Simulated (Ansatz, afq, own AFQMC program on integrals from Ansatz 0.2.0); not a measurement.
## Atomization energy of CH₄Si, singlet

```yaml
atoms:
  - { symbol: Si, position_ang: [0.0000, 0.0000, 0.5299] }
  - { symbol: C, position_ang: [0.0000, 0.0000, -1.1689] }
  - { symbol: H, position_ang: [0.0000, 1.2445, 1.3276] }
  - { symbol: H, position_ang: [0.0000, -1.2445, 1.3276] }
  - { symbol: H, position_ang: [0.0000, 0.9175, -1.7458] }
  - { symbol: H, position_ang: [0.0000, -0.9175, -1.7458] }
```

Connectivity, by distances: SiH2–CH2.

Atoms in their ground-state spins without spin–orbit coupling (mostly on UHF) minus the molecule (RHF), without zero-point energy. The geometry is a stationary point, not shown to be a minimum.

Basis cc-pVDZ. Noble-gas cores (and the filled d shells of Ga–Kr and In–Xe) are frozen. AFQMC by an in-house program on the Cholesky factors that Ansatz 0.2.0 writes for its CCSD(T) run. The CISD trial takes its coefficients from CCSD amplitudes. Released means that phaseless walkers are propagated on without the constraint, phases kept. Free AFQMC starts from the CCSD state and is never constrained. Its projection time is finite, and what remains of the start isn't in its error. ± is one standard error of the sampling. The errors of all members are added in quadrature.

No full CI on the walks' own integrals is used here; CCSDT(Q) serves as the reference and is uncertain by about the last step of the cluster series. Each member takes its own surest rung, up to full CI.

The best estimate is CCSD(T) at the basis-set limit (CBS: def2-TZVPP and def2-QZVPP, with their diffuse functions for anions and beside diffuse sets, CCSD(T) itself extrapolated) plus the step from CCSD(T) to CCSDT(Q) in cc-pVDZ. Rows without CBS are in cc-pVDZ, the functionals in def2-TZVP; B2PLYP and the wave-function rows carry a basis error of their own. Core correlation and relativity beyond core potentials are missing, and ± holds the sampling alone.

Cautions: CH₄Si (singlet): restricted determinant unstable towards unrestricted (UHF 55 meV lower, ⟨S²⟩ 0.28); other spins of the molecule weren't checked.

Best estimate: 1932.8 kJ/mol.

```csv
level,atomization energy (kJ/mol),error against the best estimate (kJ/mol)
HF,1377.3,-555.6
MP2,1762.4,-170.4
CCSD,1746.4,-186.5
CCSD(T),1767.0,-165.8
CCSDT,1767.8,-165.1
CCSDT(Q),1769.5,-163.3
ph-AFQMC/CISD,1769.8 ± 2.0,-163.1 ± 2.0
released AFQMC,1772.0 ± 2.0,-160.9 ± 2.0
free AFQMC,1766.3 ± 2.2,-166.6 ± 2.2
HF/CBS,1430.3,-502.5
MP2/CBS,1928.6,-4.3
CCSD(T)/CBS,1930.4,-2.4
PBE,1928.1,-4.7
r2SCAN,1924.8,-8.0
PBE0,1905.7,-27.2
B3LYP,1917.6,-15.3
wB97M-V,1926.3,-6.6
B2PLYP,1899.3,-33.5
```

Correlation beyond CCSD(T) adds 2.4 kJ/mol. Going to the basis-set limit adds 163.4 kJ/mol at CCSD(T). The perturbative (T) step is worth +20.7 kJ/mol. The functionals spread over 28.8 kJ/mol; PBE and wB97M-V come nearest and B2PLYP is 33.5 kJ/mol too low.

Best estimates are given only where the step beyond CCSD(T) is under 0.3 eV and no member's determinant is very poor (T1 over 0.05, or 0.07 for open shells, ⟨S²⟩ too high by 0.3, two states mixed), so the hardest cases are missing from such tables.

The functionals ran in a triple-zeta set and keep a basis error of their own, a few kJ/mol for each bond in atomization energies and more for double hybrids, so close places among them and the extrapolated levels can swap.

CCSDT and higher add their correlation energy to the determinant of the CCSD(T) run, since their own runs factorise the integrals more tightly (a shift of under 2 meV). Free projections are given only where their last times agree within the noise and don't stop above the reference; a slow remainder of the start can still hide under it. Each member of a difference takes its own highest rung, so a best estimate needn't equal the limit plus the step of one row. A walk keeps the symmetry of its determinant, which the program's search chose and which needn't be the lowest solution, so a lower state of the same spin and another symmetry isn't excluded. Released energies are given only where the last usable release times agree within the noise; a slower fall can still hide under it.
